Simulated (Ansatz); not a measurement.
`C=C(F)F` + H₂O → `C=C(O)F` + H–F at 500 K and 1 bar (formal hydrolysis of a C–F bond).

Computed with Ansatz on PBE0-D4/def2-TZVP structures; ΔE is electronic, products minus reactants. CCSD(T)/CBS adds triple-zeta CCSD(T) − MP2 to the extrapolated MP2 energy (def2 sets, frozen cores). This one scheme is used for every species. One conformer a species, not always the lowest.

```tsv
species	CCSD(T)/CBS energy (Eh)	H − E (kJ/mol)	S (J/(mol·K))
`C=C(F)F`	-276.85281	123.3	300.3
H₂O	-76.37941	73.2	206.3
`C=C(O)F`	-252.84296	158.1	325.5
H–F	-100.39570	39.4	188.7
```

H − E and S are ideal-gas, rigid-rotor, harmonic terms from PBE0-D4/def2-TZVP, for one conformer and one mirror image of each species. 1 Eh = 2625.50 kJ/mol, R = 8.31446 J/(mol·K).

By hand: ΔE, ΔH, ΔS and ΔG.

ΔE = (-252.84296) + (-100.39570) − (-276.85281) − (-76.37941) = -0.00644 Eh = -16.9 kJ/mol. Δ(H − E) = 158.1 + 39.4 − 123.3 − 73.2 = 1.0, so ΔH = -15.9 kJ/mol. ΔS = 325.5 + 188.7 − 300.3 − 206.3 = 7.6 J/(mol·K). ΔG = -15.9 − 500 × (7.6)/1000 = -19.7 kJ/mol.

By hand: the equilibrium constant, and the temperature at which ΔG would vanish if ΔH and ΔS stayed fixed.

log₁₀ K = −ΔG/(RT ln 10) = 2.1. ΔH and −TΔS have one sign here, so there is no such temperature.

The number of gas molecules stays the same, so ΔS is small and ΔH decides. A doubt of 5 kJ/mol in ΔE shifts log₁₀ K by 0.5 here. Other conformers and mirror images would add mixing entropy, several J/(mol·K) or more a flexible species. These are equilibria of isolated gas molecules and say nothing of rates. Largest T1 diagnostic: 0.012 (customary marks: 0.02 for closed shells, 0.045 for open ones).

ΔS is within the doubt of such terms, so its sign, and with it that verdict, could turn.
